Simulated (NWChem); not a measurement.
# benzene (C₆H₆); SMILES c1ccccc1

```xyz
12

C      1.3443     0.3800     0.0000
C      0.3430     1.3542     0.0000
C     -1.0013     0.9741     0.0000
C     -1.3443    -0.3800     0.0000
C     -0.3430    -1.3542     0.0000
C      1.0013    -0.9741     0.0000
H      2.3902     0.6758     0.0000
H      0.6099     2.4079     0.0000
H     -1.7804     1.7321     0.0000
H     -2.3902    -0.6758     0.0000
H     -0.6099    -2.4079     0.0000
H      1.7804    -1.7321     0.0000
```
Atoms are numbered in this order, from 1.

All runs: NWChem. Pople sets run with spherical d functions. STO-3G and 3-21G are far too small for this property and stand as cheap habits. Coordinates come from a B3LYP/6-31G* (spherical d) optimisation. B3LYP is NWChem's, with the RPA form of VWN correlation. GIAO values for the isolated, static molecule; σ is the absolute isotropic shielding, δ = σ(reference) − σ with the isolated reference molecule computed at the same levels (13C: tetramethylsilane, 1H: tetramethylsilane).

```
level                δ C1 (ppm)  δ H7 (ppm)  relative time
-------------------  ----------  ----------  -------------
Hartree-Fock/6-31G*       127.5        7.55              7
PBE/pcSseg-1              132.5        7.44             10
Hartree-Fock/STO-3G       123.4        7.69              1
B3LYP/6-311G**            133.9        7.49             30
PBE0/pcSseg-1             134.9        7.55             20
```

Times are rough ratios from one shared machine.
